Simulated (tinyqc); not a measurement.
Worked calculation: coupled-perturbed Hartree-Fock on RHF in the sto-3g basis, for BH3, spin multiplicity 1. One step of it, computed by the program tinyqc.

Problem. Iteration 7 (converged): orbitals. Diagonalise F' = X^T F X, C = X C', fill 4 alpha and 4 beta electrons from the bottom; D = 2 C_occ C_occ^T. Each column has its largest component positive (the first on a tie).

converged F (hartree), lower triangle:
```
            1B 1s      1B 2s     1B 2px     1B 2py    1B 2pz      2H 1s      3H 1s      4H 1s
1B 1s   -7.416275
1B 2s   -2.175767  -1.077784
1B 2px  -0.000001  -0.000006  -0.164347
1B 2py   0.000000   0.000000   0.000000  -0.164143
1B 2pz  -0.000114   0.001328   0.000000   0.000000  0.242324
2H 1s   -0.469074  -0.520655  -0.382633   0.000000  0.001356  -0.359014
3H 1s   -0.468866  -0.520510   0.191394  -0.331274  0.001355  -0.124649  -0.358868
4H 1s   -0.468866  -0.520510   0.191394   0.331274  0.001355  -0.124649  -0.124722  -0.358868
```

X:
```
                1          2          3          4          5          6          7          8
1B 1s   -0.368824   0.000019   0.000000   0.963016   0.028431   0.000000   0.000078   0.192137
1B 2s    1.389945   0.000006   0.000000  -0.027430   0.003660   0.000000   0.000113   0.474509
1B 2px  -0.000069   1.092035   0.000000  -0.000059  -0.000002   0.000000   0.594058  -0.000085
1B 2py   0.000000   0.000000   1.091616   0.000000   0.000000   0.594162   0.000000   0.000000
1B 2pz  -0.006262   0.000000   0.000000  -0.030701   0.999519   0.000000  -0.000001  -0.002097
2H 1s   -0.669686  -0.962840   0.000000  -0.195773  -0.005806   0.000000   0.449144   0.293060
3H 1s   -0.669472   0.481519  -0.833692  -0.195685  -0.005803   0.388990  -0.224579   0.293090
4H 1s   -0.669472   0.481519   0.833692  -0.195685  -0.005803  -0.388990  -0.224579   0.293090
```

Give: F' = X^T F X; orbital energies; coefficients C; D after iteration 7.

Solution.

F' = X^T F X (hartree), lower triangle:
```
       1      2      3       4       5       6       7       8
1  0.534
2  0.000  0.685
3  0.000  0.000  0.685
4  0.704  0.000  0.000  -6.320
5  0.020  0.000  0.000  -0.203   0.236
6  0.000  0.000  0.092   0.000   0.000  -0.435
7  0.000  0.092  0.000  -0.001   0.000   0.000  -0.435
8  0.166  0.000  0.000  -2.423  -0.076   0.000   0.000  -1.663
```

orbital energies (hartree): MO1 -7.422, MO2 -0.643, MO3 -0.443, MO4 -0.443, MO5 0.242, MO6 0.610, MO7 0.692, MO8 0.693

coefficients C:
```
           MO1     MO2     MO3     MO4     MO5     MO6     MO7     MO8
1B 1s    0.991  -0.226   0.000   0.000  -0.002  -0.261   0.000   0.000
1B 2s    0.035   0.583   0.000   0.000   0.010   1.348   0.000  -0.001
1B 2px   0.000   0.000   0.503   0.000   0.000   0.001   0.000   1.137
1B 2py   0.000   0.000   0.000   0.503   0.000   0.000   1.136   0.000
1B 2pz   0.000  -0.001   0.000   0.000   1.000  -0.011   0.000   0.000
2H 1s   -0.006   0.278   0.526   0.000  -0.003  -0.704   0.000  -0.923
3H 1s   -0.006   0.278  -0.263   0.456  -0.003  -0.703  -0.799   0.462
4H 1s   -0.006   0.278  -0.263  -0.456  -0.003  -0.703   0.799   0.462
```

D after iteration 7, lower triangle:
```
         1B 1s   1B 2s  1B 2px  1B 2py  1B 2pz   2H 1s   3H 1s  4H 1s
1B 1s    2.067
1B 2s   -0.193   0.682
1B 2px   0.000   0.000   0.506
1B 2py   0.000   0.000   0.000   0.506
1B 2pz   0.000  -0.001   0.000   0.000   0.000
2H 1s   -0.137   0.324   0.529   0.000   0.000   0.709
3H 1s   -0.137   0.324  -0.265   0.459   0.000  -0.122   0.709
4H 1s   -0.137   0.324  -0.265  -0.459   0.000  -0.122  -0.122  0.709
```
